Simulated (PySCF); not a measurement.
# Cost against result

Saddle point of CH8Si, closed shell (CH₆Si ([CH3][SiH3]) + H₂ → SiH₄ + CH₄; bonds formed: Si1–H7, C2–H6; bonds broken: Si1–C2, H6–H7), PBE0-D4/def2-TZVP structure:

Si1  (-0.722, -0.327, 0.636)
C2  (0.753, 0.166, -0.880)
H3  (-1.048, -1.468, -0.312)
H4  (-1.996, 0.440, 0.651)
H5  (-0.278, -1.054, 1.855)
H6  (0.453, 0.762, 0.303)
H7  (0.014, 1.062, 1.311)
H8  (1.268, -0.794, -0.884)
H9  (0.057, 0.245, -1.714)
H10  (1.499, 0.968, -0.967)
(Å)

Barriers are electronic and count from the start structure reached by relaxing down the imaginary mode.

Program: PySCF 2.14 with density fitting (its default auxiliary sets; JK sets also for MP2 and CCSD(T)). Basis: as named in each row. Cores are frozen in the correlated methods. B3LYP uses VWN-RPA correlation. Extrapolation: Hartree–Fock as exp(−7.88 √X), correlation as X^−2.97.

Times are rough, for one single point on 4 threads of a shared host (Arm Neoverse V1).

The estimate by CCSD(T) at an estimated basis limit (MP2 extrapolated from triple and quadruple zeta, plus CCSD(T) − MP2 in triple zeta) is 73.86 kcal/mol.

```json
{"method": "HF", "basis": "STO-3G", "time (s)": "under 1", "barrier (kcal/mol)": "159.24", "method less estimate": "85.38"}
{"method": "B3LYP-D4", "basis": "6-31G", "time (s)": "2", "barrier (kcal/mol)": "90.08", "method less estimate": "16.22"}
{"method": "PBE0-D4", "basis": "def2-SVP", "time (s)": "3", "barrier (kcal/mol)": "68.77", "method less estimate": "-5.09"}
{"method": "MP2", "basis": "def2-QZVPP", "time (s)": "3", "barrier (kcal/mol)": "74.19", "method less estimate": "0.33"}
{"method": "PBE-D4", "basis": "def2-SVP", "time (s)": "3", "barrier (kcal/mol)": "64.85", "method less estimate": "-9.01"}
{"method": "SPW92", "basis": "def2-TZVPP", "time (s)": "6", "barrier (kcal/mol)": "56.68", "method less estimate": "-17.18"}
{"method": "CCSD(T)", "basis": "def2-SVP", "time (s)": "7", "barrier (kcal/mol)": "77.66", "method less estimate": "3.81"}
{"method": "PBE0-D4", "basis": "def2-TZVPP", "time (s)": "8", "barrier (kcal/mol)": "68.06", "method less estimate": "-5.80"}
{"method": "BHLYP-D4", "basis": "def2-TZVPP", "time (s)": "8", "barrier (kcal/mol)": "76.63", "method less estimate": "2.78"}
{"method": "B3LYP-D4", "basis": "def2-TZVPP", "time (s)": "8", "barrier (kcal/mol)": "72.40", "method less estimate": "-1.45"}
{"method": "PBE-D4", "basis": "def2-TZVPP", "time (s)": "8", "barrier (kcal/mol)": "64.58", "method less estimate": "-9.27"}
{"method": "r2SCAN-D4", "basis": "def2-TZVPP", "time (s)": "20", "barrier (kcal/mol)": "67.98", "method less estimate": "-5.88"}
{"method": "wB97M-V", "basis": "def2-TZVPP", "time (s)": "160", "barrier (kcal/mol)": "72.75", "method less estimate": "-1.11"}
{"method": "CCSD(T)", "basis": "def2-TZVPP", "time (s)": "160", "barrier (kcal/mol)": "74.56", "method less estimate": "0.70"}
```

All methods are single points on the PBE0-D4 structures.

No T1 diagnostic of these runs exceeds 0.011.

Labels in which every atom is bracketed show which atoms are joined, not bond orders.
